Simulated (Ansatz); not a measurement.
**NH3 (ammonia): levels of theory compared**

We compute a comparison of 6 runs (UHF/3-21G, UHF/6-31G, B2PLYP/6-31G, HSE06/3-21G, UPBE0/6-31G, UMP2/3-21G) of NH3 (ammonia). 

Program for the calculation: Ansatz 0.2.0.

48 further runs of the same task are left out: 48 set aside as unsound or not needed.

## 1. The structure to begin with

NH3: 4 atoms, total charge 0, spin state singlet. As SMILES, `N`. The H2–N1 distance was set to 1.266 Å, away from the relaxed value.

Bond lengths: N1–H3 1.013 Å, N1–H4 1.013 Å. Angles: H3–N1–H4 107.1°. A long bond or contact: N1–H2 1.266 Å.

## 2. The energy at UHF/3-21G (run 1)

The input, run.yaml:

```yaml
crystal:
  periodic: [false, false, false]
  atoms:
    - {symbol: "N", position_ang: [-0.209994, 0.387282, -0.048620]}
    - {symbol: H, position_ang: [0.490470, -0.301820, 0.749180]}
    - {symbol: H, position_ang: [-1.027564, -0.164128, -0.278460]}
    - {symbol: H, position_ang: [0.326836, 0.492092, -0.900750]}
basis:
  gaussian:
    orbitals: 3-21G.json
magnetization:
  spin_polarized: true
hamiltonian:
  xc: hf
accuracy: high
```

The basis set 3-21G is read from a file made from the Basis Set Exchange's data (not shown).

Launch:

```bash
$ ansatz run run.yaml --threads 1 --pin off --max-ram 3480MiB --events-out events.jsonl --progress --plain --runs-dir runs
```

Standard output:

```text
Warning: RAYON_NUM_THREADS=1 ignored (pool sized by the plan → 1); use --threads N
Functional definition: HF
  name "HF"
  exchange = exact_x
  correlation = 0
290 factors; integrals over basis functions are off by at most 2.8e-9 eV
mean field evaluation 1: about -1518.2768 eV, gradient 1.6e1 eV
mean field evaluation 2: about -1518.2747 eV, gradient 1.6e1 eV
mean field evaluation 4: about -1519.3907 eV, gradient 8.6e-1 eV
mean field evaluation 8: about -1519.3988 eV, gradient 9.2e-4 eV
mean field -1519.39879709 eV, -55.8368759077 hartree, gradient 5.9e-8 eV, S^2 0.000000; 0 other end points of the search recorded, 0 dependent functions left out
reference -1519.39879709 eV, -55.8368759077 hartree; 5, 5 occupied and 10, 10 virtual orbitals, 290 factors
Total energy: -1519.39879709 eV, -55.8368759077 hartree
```

Run time: 0.08 s. Hardware: 1 thread of Intel Xeon 6975P-C (Granite Rapids), shared host.

## 3. The energy at UHF/6-31G (run 2)

The input, molecule.yaml:

```yaml
crystal:
  periodic: [false, false, false]
  atoms:
    - symbol: N
      position_ang: [-0.209994, 0.387282, -0.048620]
    - symbol: H
      position_ang: [0.490470, -0.301820, 0.749180]
    - symbol: H
      position_ang: [-1.027564, -0.164128, -0.278460]
    - symbol: H
      position_ang: [0.326836, 0.492092, -0.900750]
basis:
  gaussian:
    orbitals: 6-31G
magnetization:
  spin_polarized: true
  initial_magnetization: 0
hamiltonian:
  xc: hf
accuracy: high
```

Launch:

```bash
$ ansatz run molecule.yaml --threads 1 --pin off --max-ram 3480MiB --events-out events.jsonl --progress --plain --runs-dir runs
```

Standard output:

```text
Warning: RAYON_NUM_THREADS=1 ignored (pool sized by the plan → 1); use --threads N
[... 4 set-up lines as earlier in the session ...]
350 factors; integrals over basis functions are off by at most 1.2e-8 eV
mean field evaluation 1: about -1525.8300 eV, gradient 1.7e1 eV
mean field evaluation 2: about -1525.8274 eV, gradient 1.7e1 eV
mean field evaluation 4: about -1527.2172 eV, gradient 9.5e-1 eV
mean field evaluation 8: about -1527.2264 eV, gradient 5.4e-5 eV
mean field -1527.22637289 eV, -56.1245340126 hartree, gradient 2.5e-8 eV, S^2 0.000000; 0 other end points of the search recorded, 0 dependent functions left out
reference -1527.22637289 eV, -56.1245340126 hartree; 5, 5 occupied and 10, 10 virtual orbitals, 350 factors
Total energy: -1527.22637289 eV, -56.1245340126 hartree
```

Run time: 0.12 s. Hardware: 1 thread of Intel Xeon 6975P-C (Granite Rapids), shared host.

Runs 3 to 5 aren't shown in full; the table further down has their settings and results.

## 4. A single-point energy at UMP2/3-21G (run 6)

The input, job.yaml:

```yaml
crystal:
  periodic: [false, false, false]
  atoms:
    - {symbol: N, position_ang: [-0.209994, 0.387282, -0.048620]}
    - {symbol: H, position_ang: [0.490470, -0.301820, 0.749180]}
    - {symbol: H, position_ang: [-1.027564, -0.164128, -0.278460]}
    - {symbol: H, position_ang: [0.326836, 0.492092, -0.900750]}
basis:
  gaussian:
    orbitals: 3-21G.json
total_charge: 0
magnetization:
  spin_polarized: true
  initial_magnetization: 0
correlation:
  method: mp2
  frozen_orbitals: {H: 0, "N": 1}
accuracy: high
```

The basis set 3-21G is read from a file made from the Basis Set Exchange's data (not shown).

Launch:

```bash
$ ansatz run job.yaml --threads 1 --pin off --max-ram 3480MiB --events-out events.jsonl --progress --plain --runs-dir runs
```

Standard output:

```text
Warning: RAYON_NUM_THREADS=1 ignored (pool sized by the plan → 1); use --threads N
[... 4 set-up lines as earlier in the session ...]
290 factors; integrals over basis functions are off by at most 2.8e-9 eV
mean field evaluation 1: about -1518.2768 eV, gradient 1.6e1 eV
mean field evaluation 2: about -1518.2747 eV, gradient 1.6e1 eV
mean field evaluation 4: about -1519.3907 eV, gradient 8.6e-1 eV
mean field evaluation 8: about -1519.3988 eV, gradient 9.2e-4 eV
mean field -1519.39879709 eV, -55.8368759077 hartree, gradient 5.9e-8 eV, S^2 0.000000; 0 other end points of the search recorded, 0 dependent functions left out
1 core orbitals not correlated: weight in the atoms' cores, before any rotation towards them, 1.000 or more for the frozen orbitals, at most 0.000 for the correlated occupied ones
reference -1519.39879709 eV, -55.8368759077 hartree; 4, 4 occupied and 10, 10 virtual orbitals, 290 factors
second order -3.20370011 eV of doubles, -0.00000000 eV of singles
Total energy: -1522.60249720 eV, -55.9546097152 hartree
```

Run time: 0.1 s. Hardware: 1 thread of Intel Xeon 6975P-C (Granite Rapids), shared host.

## 5. Overview of the runs

| run | level | frozen core orbitals | energy (Eh) | wall time |
| --- | --- | --- | --- | --- |
| 1 | UHF/3-21G | – | -55.836876 | 0.08 s |
| 2 | UHF/6-31G | – | -56.124534 | 0.12 s |
| 3 | B2PLYP/6-31G | 1 | -56.410860 | 0.4 s |
| 4 | HSE06/3-21G | – | -56.128493 | 0.38 s |
| 5 | UPBE0/6-31G | – | -56.427354 | 0.44 s |
| 6 | UMP2/3-21G | 1 | -55.954610 | 0.1 s |

## 6. What came out

| quantity | value |
| --- | --- |
| run 6: total energy | -55.95461 Eh |
| run 6: correlation energy (1 core orbital frozen) | -117.7 mEh |

What this shows: Totals of different functionals can't be ranked against each other. All runs together took 1.5 s, the longest 0.44 s.
